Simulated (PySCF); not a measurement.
# Unknowns

[PySCF 2.14: PBE0/pcSseg-1 with gauge-including orbitals; geometry: GFN2-xTB; rapidly exchanging positions averaged; single conformer; non-relativistic; gas phase]

δ = σ(ref) − σ, references computed at the same level: $^{1}$H (31.72 ppm), $^{13}$C (186.93 ppm) against TMS. Where no couplings were computed, multiplicities follow the n + 1 count of equivalent neighbours, and m marks all less simple cases (inequivalent or close neighbours, rings, F or P nearby). Shifts are as computed. Against solution values, carbons near 30 ppm lie about +3 ppm off and those near 130 ppm about +5 ppm. Of 1211 compounds with measured shifts, 218 miss one by over three times the rms of a fit or turn the order of signals round; such compounds aren't used in these exercises.

Problem. C8H12OSi. $^{1}$H NMR (500 MHz, computed): δ 6.29 (s, 1H), 5.84 (m, 1H), 5.32 (m, 1H), 5.24 (m, 1H), 4.06 (m, 2H), 2.62 (m, 2H), 2.47 (m, 2H), 1.65 (m, 2H). $^{13}$C{$^{1}$H} NMR (computed): δ 234.7, 185.3, 149.8, 146.1, 122.5, 41.8, 36.9, 14.7. Give a structure.

Solution. SMILES C=CCCC1=CC(=O)[SiH2]C1. Rings plus π bonds: 4 (1 ring in the answer). 8 carbon signals for 8 carbons: no two carbons are equivalent. Carbon types of the structure: 2 × C, 2 × CH, 4 × CH2, leaving 2 H on heteroatoms. δC 185.3: β carbon of a C=C–C=O unit; conjugation with the carbonyl draws π density from the β position. δC 149.8: α carbon of a C=C–C=O unit; as expected for a trigonal carbon in a double bond. δC 146.1: alkene CH; the olefinic region. δC 122.5: terminal =CH2 carbon; the olefinic region.

The data come from this structure; uniqueness wasn't tested.

Problem. C9H6O2. $^{1}$H NMR (500 MHz, computed): δ 7.85 (m, 1H), 7.76 (d, 1H), 7.67 (d, 1H), 7.66 (m, 1H), 7.50 (m, 1H), 6.55 (d, 1H). $^{13}$C{$^{1}$H} NMR (computed): δ 163.2 (C), 162.2 (C), 149.6 (CH), 137.5 (CH), 133.3 (CH), 128.7 (CH), 124.8 (CH), 123.8 (C), 123.6 (CH). Give a structure.

Solution. SMILES O=c1ccc2ccccc2o1. Rings plus π bonds: 7 (2 rings in the answer). 9 carbon signals for 9 carbons: no two carbons are equivalent. Carbon types of the structure: 3 × C, 6 × CH, which accounts for all hydrogens. δC 163.2: ring carbonyl carbon. δC 162.2, 123.8: ring-fusion aromatic carbon. δC 149.6, 124.8: unsaturated ring CH. δC 137.5, 133.3, 128.7, 123.6: aromatic CH.

The data come from this structure; uniqueness wasn't tested.
